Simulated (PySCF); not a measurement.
Species: C2H9P3.
InChI=1S/C2H9P3/c1-5(2)4-3/h4H,3H2,1-2H3

Torsions of this conformer, `[CH3:1][P:2]([CH3:3])[PH:4][PH2:5]`: C1–P2–P4–P5 -179°, H–P5–P4–P2 174°, H–P5–P4–P2 -94°.

The closed-shell ground state was solved at several levels (PySCF, density fitting, gas phase, non-relativistic). Isolated species at its GFN2-xTB geometry (one conformer only).

```tsv
level	basis functions	HOMO (eV)	LUMO (eV)	gap (eV)	dipole (D)
PBE0/def2-SVPD	184	-6.12	-0.05	6.07	1.27
B3LYP/def2-SVPD	184	-5.95	-0.25	5.70	1.18
```

(1) What might PBE0/pcSseg-1 (151 basis functions) give for the same quantities?

(2) Over all these levels, which gives the widest orbital gap and which the narrowest?

(3) How far do the dipole and the HOMO energy spread over the levels?

Answers

(1) HOMO -6.20 eV, LUMO 0.01 eV, gap 6.21 eV, dipole 1.29 D.

(2) PBE0/pcSseg-1 (global hybrid, 25 % exact exchange) has the widest, 6.21 eV, and B3LYP/def2-SVPD (global hybrid, 20 % exact exchange) the narrowest, 5.70 eV. Functional and basis both differ between the two, so the spread mixes both effects.

(3) The dipole runs from 1.18 to 1.29 D (mean 1.25 D) and the HOMO from -6.20 to -5.95 eV.
